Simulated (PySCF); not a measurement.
Computed NMR parameters against published values

Mapped SMILES: `[CH3:1][CH2:2][CH2:3][OH:4]`. Each H is labelled by its parent atom.

The experiment to reproduce: δ $^{13}$C C3 64.2; C2 25.9; C1 10.3; δ $^{1}$H H(C3) 3.59; H(C2) 1.59; H(C1) 0.94 ppm (measured; solution, not stated per compound (mostly CDCl3 or CCl4); Pretsch, Buehlmann, Badertscher, Structure Determination of Organic Compounds, 4th ed. (2009)).
δ $^{17}$O O4 0.0 ppm (measured; liquid, neat; K. Matsuzaki, S. Hayashi, W. Nakanishi, RSC Adv. 2024, ESI (observed values from its refs S1-S5)).
δ $^{17}$O O4 3.0 ppm (measured; liquid, neat, 295 K; 17O NMR survey of organic solvents and oxofluorinated compounds, PMC5915748). Coupling constants: $^{3}J$(H(C3),H(C2)) 6.6 Hz, $^{3}J$(H(C2),H(C1)) 7.6 Hz, $^{1}J$(C3,C2) 37.8 Hz, $^{1}J$(C2,C1) 34.2 Hz.

Theory: GIAO PBE0/pcSseg-1 shieldings, J couplings at B3LYP/pcJ-1 (without the spin–dipole term), geometry: GFN2-xTB, in PySCF 2.14.0 with density-fitted response routines (relativity neglected, rapidly exchanging positions averaged, isolated molecule, single conformer).

**Question.** Set the calculated values beside the experiment.

**Answer.** 
Reference values: measured (solution, not stated per compound (mostly CDCl3 or CCl4); Pretsch, Buehlmann, Badertscher, Structure Determination of Organic Compounds, 4th ed. (2009)).
```tsv
atoms	quantity	reference	computed	computed, scaled
C3	δ $^{13}$C	64.2	70.8	66.9
C2	δ $^{13}$C	25.9	32.7	29.7
C1	δ $^{13}$C	10.3	11.5	9.0
H(C3)	δ $^{1}$H	3.59	3.78	3.65
H(C2)	δ $^{1}$H	1.59	1.51	1.51
H(C1)	δ $^{1}$H	0.94	0.92	0.95
```

Reference values: measured (liquid, neat; K. Matsuzaki, S. Hayashi, W. Nakanishi, RSC Adv. 2024, ESI (observed values from its refs S1-S5)).
```csv
atoms,quantity,reference,computed,"computed, scaled"
O4,δ $^{17}$O vs H2O,0.0,–,3.3
```

Reference values: measured (liquid, neat, 295 K; 17O NMR survey of organic solvents and oxofluorinated compounds, PMC5915748).
```json
{"atoms": "O4", "quantity": "δ $^{17}$O vs D2O (external)", "reference": "3.0", "computed": "–", "computed, scaled": "3.3"}
```

Computed shifts are σ(ref) − σ with the named reference compound (TMS for H and C) calculated as an isolated molecule at the same level. The measured values may be among those fitted. Scaled to experiment by linear calibration (H and C: mostly CDCl3 data, vs TMS): $^{13}$C: δ = 179.97 − 0.974σ (rms 2.1 ppm, 958 shifts, 2.3 ppm with the 13 outliers that the fit left out); $^{1}$H: δ = 30.01 − 0.943σ (rms 0.17 ppm, 504 shifts, 0.18 ppm with the 4 outliers that the fit left out); $^{17}$O: δ = 266.70 − 0.911σ (rms 10.7 ppm, 155 shifts, 12.2 ppm with the 3 outliers that the fit left out vs liquid water, solution or neat liquid). Occasional misses reach two or three times the rms, and more in compound classes unlike the fitted ones. Hydrogens on heteroatoms aren't scaled, only referred to computed TMS.

Coupling constants in Hz:
```tsv
coupling	reference	computed	source
$^{3}J$(H(C3),H(C2))	6.6	7.4	measured; liquid or solution (compiled); DeVience et al., arXiv:2103.01289 (literature column, mostly SDBS)
$^{3}J$(H(C2),H(C1))	7.6	7.9	measured; liquid or solution (compiled); DeVience et al., arXiv:2103.01289 (literature column, mostly SDBS)
$^{1}J$(C3,C2)	37.8	35.1	measured; liquid or solution; F. J. Weigert, PhD thesis, Caltech 1968 (Carbon-13 magnetic resonance spectroscopy)
$^{1}J$(C2,C1)	34.2	33.0	measured; liquid or solution; F. J. Weigert, PhD thesis, Caltech 1968 (Carbon-13 magnetic resonance spectroscopy)
```

**Question.** How far are the unscaled $^{13}$C shifts from the references?

**Answer.** Mean signed difference +4.87 ppm, mean absolute 4.87 ppm over 3 comparisons; the largest is +6.8 ppm at C2 (sp3 CH2).

**Question.** How far are the unscaled $^{1}$H shifts from the references?

**Answer.** Mean signed difference +0.03 ppm, mean absolute 0.10 ppm over 3 comparisons; the largest is +0.19 ppm at H(C3) (hydrogen on an sp3 CH2 bonded to O).

Unscaled 3J(H,H) at this level run about 10 % above measured values. Vicinal H,H couplings across rotating CH2–CH2 and CH–CH2 bonds are estimated from the computed gauche and anti values for equal rotamer populations, (2 J gauche + J anti)/3.
